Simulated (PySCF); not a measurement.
Work out the structure from these simulated measurements.

Formula: C4H4FN.

| Property | Result |
| --- | --- |
| Couplings | largest of the computed one-bond spin–spin couplings (means over like bonds): 19F–13C -364.4, 13C–1H +209.9, 13C–1H +138.1 (×3), 13C–13C +93.9, 13C–13C +89.6, 13C–13C +50.8, 15N–13C -19.6 Hz [B3LYP/pcJ-1, spin–dipole term left out for some pairs] |
| XPS | C1s 291.9, C1s 292.3, C1s 292.3, C1s 293.5, N1s 405.0, F1s 693.9 eV [ΔSCF SCAN, pcX-2 on the ionised atom, pcseg-1 elsewhere, spin-free X2C] |
| 13C NMR | chemical shifts (computed TMS as zero) by class: 171.0 (1 C), 120.4 (1 C), 102.4 (1 C), 16.2 (1 C) ppm [GIAO PBE/pcSseg-2] |
| Valence photoelectron | vertical ionisation energy: 10.12 eV [ΔSCF B3LYP/def2-SVPD] |
| Polarisability | 54.8 au [B3LYP/def2-SVPD] |
| Rotational structure | rotational constants A, B, C: 4.340, 3.481, 1.956 GHz [PBE0-D3(BJ)/def2-SVP] |
| Dipole | 4.80 D [B3LYP/def2-SVPD] |
| NMR, other nuclei | isotropic shieldings of nuclei other than C and H, by class: -69 (1 N), 246 (1 F) ppm [GIAO PBE/pcSseg-2] |

The electronic properties come from PySCF, for the isolated species, density fitting. Levels stand in brackets. Geometry: PBE0-D3(BJ)/def2-SVP; no solvent, vibrations or thermal averaging. NMR classes are plain means over equivalent atoms (diastereotopic ones count apart unless rotation or inversion swaps them), as if these changed places fast.

**Question.** What is the compound? Reason from the data.

**Answer.** Numbering: `[CH3:1]/[C:2]([C:3]#[N:4])=[CH:5]/[F:6]`. Its formula, C4H4FN, gives 3 degrees of unsaturation: 0 rings and 3 π bonds in the structure found. 4 carbons fall into 4 classes; from least to most shielded: vinylic C–F carbon [C5] (171.0 ppm), nitrile carbon [C3] (120.4 ppm), fully substituted alkene carbon [C2] (102.4 ppm), allylic carbon [C1] (16.2 ppm). The other shieldings belong to: -69 ppm, nitrile nitrogen [N4]; 246 ppm, vinyl fluorine [F6]. The couplings run between: -364.4 Hz, vinyl fluorine [F6] and vinylic C–F carbon [C5]; +209.9 Hz, vinylic C–F carbon [C5] and its hydrogen; +138.1 Hz, allylic carbon [C1] and its hydrogen (with 2 like pairs); +93.9 Hz, fully substituted alkene carbon [C2] and vinylic C–F carbon [C5]; +89.6 Hz, fully substituted alkene carbon [C2] and nitrile carbon [C3]; +50.8 Hz, allylic carbon [C1] and fully substituted alkene carbon [C2]; -19.6 Hz, nitrile nitrogen [N4] and nitrile carbon [C3]. The core levels belong to: C1s 291.9 eV, allylic carbon [C1]; C1s 292.3 eV, fully substituted alkene carbon [C2]; C1s 292.3 eV, nitrile carbon [C3]; C1s 293.5 eV, vinylic C–F carbon [C5]; N1s 405.0 eV, nitrile nitrogen [N4]; F1s 693.9 eV, vinyl fluorine [F6]. The hole state at 292.3 eV has ⟨S²⟩ = 0.83 against 0.75, so that value is less sure. The hole state at 405.0 eV has ⟨S²⟩ = 0.82 against 0.75, so that value is less sure. The first electron is taken from the HOMO, whose largest Löwdin shares are 0.26 on the fully substituted alkene carbon, 0.25 on the vinylic C–F carbon, 0.16 on the nitrile nitrogen and 0.12 on the vinyl fluorine. The optimised geometry has point group Cs and is an asymmetric top. Structure: `C/C(C#N)=C/F`. Computed isomers that give other values at the same levels: `C/C(F)=C\C#N` (13C chemical shifts (computed TMS as zero) by class: 192.9 (1 C), 121.7 (1 C), 86.0 (1 C), 19.1 (1 C) ppm); `C/C(F)=C/C#N` (13C chemical shifts (computed TMS as zero) by class: 188.5 (1 C), 118.6 (1 C), 84.0 (1 C), 21.0 (1 C) ppm); `Fc1ccc[nH]1` (13C chemical shifts (computed TMS as zero) by class: 156.5 (1 C), 113.7 (1 C), 109.2 (1 C), 90.6 (1 C) ppm). The assignments are read from this structure; whether some other isomer fits the data as well wasn't checked.
